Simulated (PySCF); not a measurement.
Gas-phase reaction: Si2H6 + 4 C2H3 (vinyl) + 3 H2 ⇌ 2 Si(CH3)4

Energies from PySCF, thermal terms from the rigid-rotor harmonic-oscillator model, ideal gas at 1 bar. † marks an energy on the PBE0/def2-TZVP geometry and frequencies; other levels use their own. 6-31G* has spherical d functions here. Open shells (unrestricted): C2H3 (vinyl) (multiplicity 2); the rest are closed-shell singlets. B3LYP is the form with VWN-RPA correlation. The harmonic model lacks anharmonicity and excited electronic states, which grow with temperature; levels with a mode under 35 cm⁻¹ are left out. Internal rotation in Si2H6, Si(CH3)4 is treated as a harmonic vibration of one conformer, which makes the entropy rough.

| level | ΔE electronic, kJ | ΔH°(298 K), kJ | ΔS°(298 K), J/K | ΔG°(1000 K), kJ |
|---|---|---|---|---|
| B3LYP/6-31G* | -1761 | -1607 | -885 | -711 |
| BLYP/def2-TZVP† | -1620 | -1470 | -886 | -574 |
| M06-2X/def2-TZVP† | -1848 | -1698 | -886 | -802 |
| PBE/def2-SVP | -1814 | -1665 | -888 | -769 |
| PBE/def2-TZVP† | -1787 | -1637 | -886 | -741 |
| PBE0/def2-SVP† | -1877 | -1727 | -886 | -831 |
| LDA/def2-TZVP† | -2068 | -1918 | -886 | -1022 |
| ωB97M-V/def2-TZVP† | -1875 | -1725 | -886 | -829 |
ΔH° is lowest at LDA/def2-TZVP† and highest at BLYP/def2-TZVP†. No reference value is set beside these.
